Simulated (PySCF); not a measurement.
Si(Cl)4 anion (Cl4Si), SMILES Cl[Si](Cl)(Cl)Cl (connectivity only; charge and spin as stated), charge -1, multiplicity 2. Atoms are numbered in the order given.

```xyz
5

Cl    -1.6713     0.0000     0.9790
Si     0.0000     0.0000    -0.3537
Cl     1.6713     0.0000     0.9790
Cl     0.0000    -2.2220    -0.8334
Cl     0.0000     2.2220    -0.8334
```
Charge -1, spin multiplicity 2.

Geometry: PBE0-D3(BJ)/def2-SVPD. The spin state was assumed, not searched. The isomer is the one that the SMILES or the coordinates give; other isomers of the formula were not compared.

Level of theory: PBE/def2-SVPD (PySCF).

Mulliken values depend strongly on the basis, most of all with diffuse functions as here. ESP charges are fitted to the potential on shells at 1.4 to 2.0 van der Waals radii. Atomic charges (e):

```
atom  Mulliken  meta-Löwdin  ESP fit  Mulliken spin
----  --------  -----------  -------  -------------
Cl1      -0.52   (withheld)    -0.23           0.01
Si2       1.21   (withheld)     0.27           0.77
Cl3      -0.52   (withheld)    -0.23           0.01
Cl4      -0.59   (withheld)    -0.40           0.10
Cl5      -0.59   (withheld)    -0.40           0.10
```

Problem. What belongs in the gaps? (The exact figures need the calculation; the answer reports its results.)

Solution. 
- Cl1, meta-Löwdin: -0.35
- Si2, meta-Löwdin: 0.59
- Cl3, meta-Löwdin: -0.35
- Cl4, meta-Löwdin: -0.45
- Cl5, meta-Löwdin: -0.45
